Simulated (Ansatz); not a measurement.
# BF (triplet): wave-function methods side by side, cc-pVTZ

The task here is to estimate one member of a computed series from the others.

The runs use Ansatz 0.2.0, Gaussian basis; cc-pVTZ, core rule «outside noble gas», up to 2 orbitals frozen.

To be run: UHF; CCSD(T) on ROHF; CCSD(T) on UHF; BCCD(T) on ROHF; CISD; CCSDT(Q) on ROHF; CCSDT(Q) on UHF; CASSCF and MRCISD+Q, 10 electrons in 8 orbitals; CASSCF and NEVPT2, 10 electrons in 8 orbitals.

12 further runs of the same task are left out: 2 for a known fault of the program, 3 that didn't finish, 7 set aside as unsound or not needed.

## The system

The geometry is a PBE0/def2-TZVP stationary point (not a proven minimum) of the parent state, kept for this charge and spin.

2 atoms, charge 0, spin multiplicity 3.

Atoms are counted from 1 here; the program's logs count them from 0.

Bond lengths: B1–F2 1.263 Å.

The first run:

The input, in.yaml:

```yaml
crystal:
  periodic: [false, false, false]
  atoms:
    - {symbol: B, position_ang: [0.000000, 0.000000, 0.000000]}
    - {symbol: F, position_ang: [0.000000, 0.000000, 1.263100]}
basis:
  gaussian: {orbitals: cc-pVTZ}
magnetization: {spin_polarized: true, initial_magnetization: 2}
hamiltonian: {xc: hf}
output: {orbitals: {seedname: orbitals}}
```

Started as:

```bash
$ ansatz run in.yaml --threads 1 --pin off --events-out ev --progress --plain --max-ram 2393MiB
```

Steps of the session up to this table: UHF; CCSD(T) on ROHF; CCSD(T) on UHF; BCCD(T) on ROHF; CISD; CCSDT(Q) on ROHF; CCSDT(Q) on UHF; CASSCF and MRCISD+Q, 10 electrons in 8 orbitals; CASSCF and NEVPT2, 10 electrons in 8 orbitals.

One of the session's tables, all rows but one given; the rest of the session is left out.

| method | from UCCSDT(Q) (kJ/mol) |
| --- | --- |
| ROHF | +806.2 |
| UHF | ? |
| RMP2 | +37.3 |
| UMP2 | +36.5 |
| CISD | +56.9 |
| RCCSD | +25.0 |
| UCCSD | +24.9 |
| RCCSD(T) | +1.4 |
| UCCSD(T) | +1.4 |
| BCCD(T) | +1.3 |
| RCCSDT | +0.7 |
| UCCSDT | +0.7 |
| RCCSDT(Q) | +0.3 |
| UCCSDT(Q) | 0 |
| CASSCF valence | +648.7 |
| NEVPT2 valence | +93.4 |
| MRCISD valence | +33.2 |
| MRCISD+Q valence | +5.6 |

Estimate the missing values for UHF.

As computed: from UCCSDT(Q) (kJ/mol): +803.0. In the column «from UCCSDT(Q) (kJ/mol)» it lies between CASSCF valence (+648.7) and ROHF (+806.2).

To keep in mind: Restricted and unrestricted rows rest on different reference determinants; where their highest levels disagree by more than a few hundredths of an eV, they describe different states and don't form one ladder.
